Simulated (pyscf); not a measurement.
PySCF, gas phase, ωB97X-D3(BJ)/def2-SVP geometries.

Task: For the elementary gas-phase step CH₄ (SMILES C) + H₃C–ZnH (SMILES [CH3][ZnH]) → H₃C–Zn–CH₃ (SMILES [CH3][Zn][CH3]) + H₂ (SMILES [H][H]) (singlet surface; C–H, H–Zn broken, C–Zn, H–H formed), what barrier and reaction energy does ωB97M-D3(BJ)/def2-TZVP give, measured from the separated reactants?

Result: ΔE‡ = 52.2 kcal/mol, ΔE = +10.7 kcal/mol. Zero-point energy shifts the barrier by -1.7 kcal/mol. It is a four-centre exchange, with an imaginary mode of 1578i cm⁻¹. At the saddle there is also a short H–Zn contact that neither side keeps. This is the saddle that the search found; another between the same sides may lie lower. Elements up to Kr have no core potential and no relativistic terms here.
